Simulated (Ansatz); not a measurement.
# H6SSi2: the cost of one run

Computed with Ansatz 0.2.0, Gaussian basis. Level: the settings change from run to run.

### Step 1. The molecule

The structure was relaxed beforehand with PBE0-D4 in a triple-zeta def2 set.

SMILES `[SiH3][SiH2]S`, 9 atoms, charge 0, spin multiplicity 1.

Atoms are counted from 1 here; the program's logs count them from 0.

Bond lengths: Si1–Si2 2.338 Å, Si1–H4 1.486 Å, Si1–H5 1.487 Å, Si1–H6 1.486 Å, Si2–S3 2.143 Å, Si2–H7 1.488 Å, Si2–H8 1.488 Å, S3–H9 1.344 Å. Angles: Si2–Si1–H4 110.0°, Si2–Si1–H5 109.5°, Si2–Si1–H6 110.0°, H4–Si1–H5 109.1°, H4–Si1–H6 109.1°, H5–Si1–H6 109.1°, Si1–Si2–S3 106.2°, Si1–Si2–H7 110.7°, Si1–Si2–H8 110.6°, S3–Si2–H7 110.8°, S3–Si2–H8 110.8°, H7–Si2–H8 107.8°, Si2–S3–H9 95.4°.

### Step 2. PBE-QIDH/def2-TZVP

Options: coordinates scaled by 1.12, finite nuclei, the search for lower states set to full.

in.yaml reads:

```yaml
crystal:
  periodic: [false, false, false]
  atoms:
    - {symbol: Si, position_ang: [-0.227560, 1.347136, -1.065149]}
    - {symbol: Si, position_ang: [0.475915, -0.804373, 0.251776]}
    - {symbol: S, position_ang: [-1.022151, -0.964833, 2.120646]}
    - {symbol: H, position_ang: [-1.806627, 1.212869, -1.575283]}
    - {symbol: H, position_ang: [0.760057, 1.532166, -2.393916]}
    - {symbol: H, position_ang: [-0.081483, 2.686836, -0.087657]}
    - {symbol: H, position_ang: [0.357954, -2.153341, -0.720124]}
    - {symbol: H, position_ang: [2.056139, -0.686333, 0.768599]}
    - {symbol: H, position_ang: [-0.413236, -2.222095, 2.681844]}
basis:
  gaussian: {orbitals: def2-TZVP, nuclear_model: gaussian}
hamiltonian: {xc: {name: PBE-QIDH}}
scf: {lower_state_search: full}
output: {forces: true}
```

Command:

```console
$ ansatz run in.yaml --threads 2 --pin off --events-out ev --progress --plain --max-ram 4352MiB
```

**Question.** How long does this run take on 2 threads of Arm Neoverse V1, shared host, and how much memory does it need?

About 8.5 s, with a peak of 0.48 GiB.
